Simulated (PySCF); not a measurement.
Magnetic shielding above rings: a mixed set.

Probes without a nucleus sit at each ring's centroid and 1 Å off its mean plane on both sides; NICS is minus the shielding there, NICSzz its component along the normal. Level: GIAO PBE0/pcSseg-1 (PySCF, non-relativistic, gas phase) on the GFN2-xTB geometries, one conformer each. Atom numbers follow the mapped SMILES.

Task: Order these rings by mean NICS(1)zz, lowest (most negative) first (ppm).
A. ring Si3–Si4–Si5–Si6 in `[CH3:1][CH2:2][Si@@H:3]1[SiH2:4][SiH2:5][Si@H:6]1[SiH2:7][F:8]`
B. ring C7–N8–C9–N10–C11–N13 in `[CH:1]1=[N:2][C:3]2=[N:4][CH:5]=[N:6][C:7]3=[N:8][CH:9]=[N:10][C:11](=[N:12]1)[N:13]23`
C. ring C2–C3–C4–Si8 in `[O:1]=[C:2]1[CH2:3][C@H:4]([O:5][CH2:6][F:7])[SiH2:8]1`
D. ring N7–C8–C9–C10–C11 in `[F:1][C:2]([F:3])([F:4])/[CH:5]=[P:6]\[N:7]1[CH2:8][CH2:9][CH2:10][CH2:11]1`
E. ring C4–C5–C6–C7–C8–C9 in `[CH3:1][P-:2][CH2:3][c:4]1[cH:5][cH:6][cH:7][cH:8][cH:9]1` (charge -1)
F. ring Si4–C5–C6 in `[CH3:1][C@@H:2]([F:3])[Si@H:4]1[CH2:5][C@@H:6]1[N:7]([CH3:8])[CH3:9]`
G. ring C6–C7–C8–C9–C10–C11 in `[CH3:1][O:2][S:3](=[O:4])(=[O:5])[c:6]1[cH:7][cH:8][cH:9][cH:10][cH:11]1`

Result: G (-29.2), E (-22.3), F (-14.3), D (-4.1), C (2.1), B (4.5), A (8.1).

| SMILES | ring | NICS(0) | NICS(1) | NICS(1)zz | HOMA | rms pucker (Å) | ring atoms with four or more neighbours |
| --- | --- | --- | --- | --- | --- | --- | --- |
| COS(=O)(=O)c1ccccc1 | 6-membered carbocycle; formal bonds all aromatic | -9.5 | -11.8 | -29.2 | 0.99 | 0.00 | 0 |
| C[P-]Cc1ccccc1 | 6-membered carbocycle; formal bonds all aromatic | -6.5 | -9.3 | -22.3 | 0.99 | 0.00 | 0 |
| C[C@@H](F)[Si@H]1C[C@@H]1N(C)C | 3-membered ring with Si; formal bonds all single | -25.0 | -7.7 | -14.3 | – | 0.00 | 3 |
| FC(F)(F)/C=P\N1CCCC1 | 5-membered ring with N; formal bonds all single | -6.7 | -3.6 | -4.1 | – | 0.18 | 4 |
| O=C1C[C@H](OCF)[SiH2]1 | 4-membered ring with Si; formal bonds all single | 11.1 | 0.0 | 2.1 | – | 0.05 | 3 |
| C1=NC2=NC=NC3=NC=NC(=N1)N23 | 6-membered ring with 3 N; formal bonds 2 double, 4 single | 4.7 | -0.4 | 4.5 | 0.89 | 0.00 | 0 |
| CC[Si@@H]1[SiH2][SiH2][Si@H]1[SiH2]F | 4-membered ring with 4 Si; formal bonds all single | 2.6 | -0.3 | 8.1 | – | 0.04 | 4 |

NICS(0) gives another order. The isotropic NICS(1) gives another order. HOMA uses Krygowski's 1993 parameters; it is left out where a ring has a four-coordinate atom, a triple bond, no multiple bond or a kind of bond without parameters. NICS(1) and NICS(1)zz are means over the two faces.
